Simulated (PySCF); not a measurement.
Molecule: SMILES C=CCC=C, C5H8.

Geometry:
```csv
atom,x (Å),y (Å),z (Å)
C1,2.313,0.162,0.490
C2,1.171,0.448,-0.137
C3,0.064,-0.529,-0.409
C4,-1.203,-0.156,0.305
C5,-2.354,0.166,-0.288
H6,2.530,-0.849,0.848
H7,3.075,0.926,0.665
H8,0.988,1.476,-0.475
H9,-0.134,-0.576,-1.494
H10,0.386,-1.536,-0.093
H11,-1.141,-0.136,1.400
H12,-2.455,0.166,-1.378
H13,-3.239,0.438,0.293
```

Spin–spin couplings on one PBE0-D3(BJ)/def2-SVP geometry, PySCF 2.14.0 with density-fitted response routines, gas phase, non-relativistic, equivalent pairs averaged (without the spin–dipole term); isotopes 1H; basis pcJ-1.

Reference values (Hz): 3J(H8,H7) = 10.3 (measured; solution (compiled); Pretsch, Buehlmann, Badertscher, Structure Determination of Organic Compounds, 4th ed., Springer 2009); 3J(H8,H6) = 16.9 (measured; solution (compiled); Pretsch, Buehlmann, Badertscher, Structure Determination of Organic Compounds, 4th ed., Springer 2009); 2J(H6,H7) = 2.2 (measured; solution (compiled); Pretsch, Buehlmann, Badertscher, Structure Determination of Organic Compounds, 4th ed., Springer 2009).

How do the couplings (Hz) change with the functional? Times are CPU seconds on shared hosts with different chips, so compare them loosely.

Results:


```tsv
functional	functions	3J(H8,H7)	3J(H8,H6)	2J(H6,H7)	mean abs. error	core-s
LDA	215	8.3	12.9	2.5	2.1	13
PBE	215	9.9	16.7	2.3	0.2	18
KT2	215	12.4	22.4	1.1	2.9	18
B3LYP	215	11.1	17.9	2.2	0.6	26
PBE0	215	11.0	17.8	0.2	1.2	20
B97-2	215	9.8	15.9	1.1	0.9	19
BHandHLYP	215	13.2	20.5	-0.7	2.7	21
CAM-B3LYP	215	11.6	18.0	1.6	1.0	28
```

Errors compare magnitudes, without vibrational corrections, and the largest couplings weigh most in the mean. Closest: PBE; furthest: KT2. Left out for a near triplet instability: HF/pcJ-1.
